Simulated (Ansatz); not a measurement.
AlH$_{3}$N, SMILES `[NH2][AlH]` radical. The species carries charge 0 and has multiplicity 2.

Z-matrix (Å, degrees):
```
N
Al 1 1.774
H 1 1.007 2 125.4
H 1 1.009 2 124.3 3 -180.0
H 2 1.604 1 115.7 3 180.0
```

Task: List the harmonic frequencies (cm⁻¹, unscaled) at PBE0-D4/def2-TZVP in Ansatz. (Best estimate.)

Result: The calculation gave: 405, 475, 483, 721, 803, 1559, 1824, 3589, 3687.

Task: Is this a minimum?

Result: Yes, all 9 modes are real.

Task: Give the ideal-gas thermochemistry at 298.15 K and 1 bar (rigid rotor, harmonic oscillator; point group Cs, symmetry number 1).

Result: Zero-point energy 81.0 kJ/mol; H(298) − E = 93.5 kJ/mol; entropy 257.7 J/(mol·K), of which translation 156.1, rotation 83.9, vibration 12.0, electronic 5.8; G(298) − E = 16.7 kJ/mol.

Task: Rotational constants (cm⁻¹)?

Result: 5.079, 0.4574, 0.4196.
